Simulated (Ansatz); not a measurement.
Basis-set extrapolation for `C[C]=O` radical (PBE0-D4/def2-TZVP geometry, frozen core, the Gaussian-basis code of Ansatz). Multiplicity 2, UHF reference.

|  | def2-TZVPP | def2-QZVPP |
| --- | --- | --- |
| HF | -152.362822 | -152.369970 |
| MP2 correlation | -0.534914 | -0.573279 |
| CCSD(T) correlation | -0.577366 | not run |

Energies in hartree. Use E(X) = E(∞) + A·exp(−7.88·√X) for Hartree–Fock and E(X) = E(∞) + B·X^(−2.97) for correlation, with X = 3 and 4, and add CCSD(T) minus MP2 of the smaller set to the MP2 limit.

What is the CCSD(T) energy at the basis-set limit?

HF limit: -152.369970 + (-0.007148) × 0.13774 = -152.37095. MP2 limit: -0.573279 + (-0.038365) × 0.74074 = -0.60170. Higher-order term: -0.577366 − (-0.534914) = -0.04245. Total: -153.01510 hartree, 2.04 eV below CCSD(T)/def2-TZVPP.
